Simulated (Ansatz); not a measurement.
Geometry optimisation, UKS PBE0-D4/cc-pVDZ (Ansatz).

Input file:

```yaml
crystal:
  periodic: [false, false, false]
  atoms:
    - { symbol: C, position_ang: [-1.160616, 0.146931, 0.18699] }
    - { symbol: C, position_ang: [-0.440738, 0.989033, -0.306134] }
    - { symbol: S, position_ang: [1.468425, -1.36118, -0.501048] }
    - { symbol: H, position_ang: [-1.794249, -0.605717, 0.614841] }
    - { symbol: H, position_ang: [0.181664, 1.744483, -0.74539] }
    - { symbol: H, position_ang: [1.745613, -0.91355, 0.75074] }
magnetization:
  spin_polarized: true
  initial_magnetization: 1
basis:
  gaussian: { orbitals: cc-pVDZ }
hamiltonian:
  xc: pbe0
  dispersion: d4
relax:
  f_tol: 0.03
  max_steps: 50
```

Run as:

```bash
$ ansatz run input.yaml --threads 2 --pin off --max-ram 3072MiB --backend cpu --events-out ev --progress --plain --runs-dir out
```

Problem. Where does it end, and by what steps?

Solution. The forces met the threshold. After 4 steps the energy has fallen by 0.003 eV; S3 moved furthest, 0.09 Å.

| step | energy less start (eV) | largest force component (eV/Å) | accepted |
| --- | --- | --- | --- |
| 0 | 0.0000 | 0.055 | yes |
| 1 | -0.0004 | 0.116 | yes |
| 2 | 0.0461 | 1.983 | no |
| 3 | -0.0013 | 0.036 | yes |
| 4 | -0.0032 | 0.017 | yes |

```xyz
6
Properties=species:S:1:pos:R:3
C -1.129 0.133 0.178
C -0.430 0.993 -0.316
S 1.388 -1.325 -0.483
H -1.746 -0.632 0.609
H 0.175 1.762 -0.756
H 1.741 -0.932 0.767
```

The run took 5 s on 2 threads of Intel(R) Xeon(R) 6975P-C (Granite Rapids), on a shared host, peak memory 0.15 GiB.
